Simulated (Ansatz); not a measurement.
System: rhombohedral A7 Sb. Method: PBEsol (Ansatz, a quantum-chemistry and plane-wave program, PAW).

Run with plane-wave cutoff 520 eV, 16×16×16 k mesh, Fermi–Dirac smearing 0.05 eV, scalar-relativistic PAW data made under PBE.

Computed at the level's own relaxed cell.

Task: What does this level give for the lattice parameter c, lattice constant a, bulk modulus and volume per atom?

Result: 
- lattice parameter c: 11.056 Å
- lattice constant a: 4.320 Å
- bulk modulus: 42.0 GPa
- volume per atom: 29.79 Å³/atom

The run finds no gap.

Measured, for comparison: lattice parameter c 11.232 Å, lattice constant a 4.301 Å (78 K, zero-point motion not removed; as tabulated in Schiferl, Barrett, J. Appl. Cryst. 2, 30 (1969), COD 9009654); bulk modulus 39.5 GPa (copied from a table, unchecked, extrapolated to 0 K and zero-point effects removed; as tabulated in Lejaeghere et al. (2013), arXiv:1204.2733). Computed (rounded) less measured: lattice parameter c -1.6 %, lattice constant a +0.4 %, bulk modulus not scored (unchecked).

Note: the cell comes from a level without a dispersion term, which matters for the spacing of layers, chains or molecules; the bulk modulus comes from volumes at which shape and atoms were relaxed.

Spin–orbit coupling is not included.

Static lattice: no zero-point or thermal effects.

It cost very roughly 12 core-minutes of CPU time.
